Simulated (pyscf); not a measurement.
Optimised with ωB97X-D3(BJ)/def2-SVP in PySCF.

Task: Estimate by transition-state theory the rate constant of `[CH3][CH][CH3]` [doublet] + `[CH4]` -> `[CH3][CH2][CH3]` + `[CH3]` [doublet] (doublet surface; C–H broken, C–H formed) at 600 K, with ωB97M-D3(BJ)/def2-TZVP energies (ideal gas, 1 atm, RRHO with modes under 100 cm⁻¹ raised to 100, one conformer, R ln 2 for rigid chiral ones; no tunnelling).

Result: The electronic barrier is 19.8 kcal/mol and the thermal terms add +17.5, so ΔG‡ = 37.2 kcal/mol. With k_BT/h = 1.25e+13 s⁻¹ and RT = 1.192 kcal/mol, and a volume of 8.18e-20 cm³ per molecule at 1 atm, k = 2.8e-20 cm³ molecule⁻¹ s⁻¹. Wigner's tunnelling factor for 1716i cm⁻¹ would be 1.71, likely too low at so high a frequency. A shift of 1 kcal/mol in the barrier changes k by a factor 2.3. This is the saddle that the search found; another between the same sides may lie lower. The angle at the transferred H is 177°.
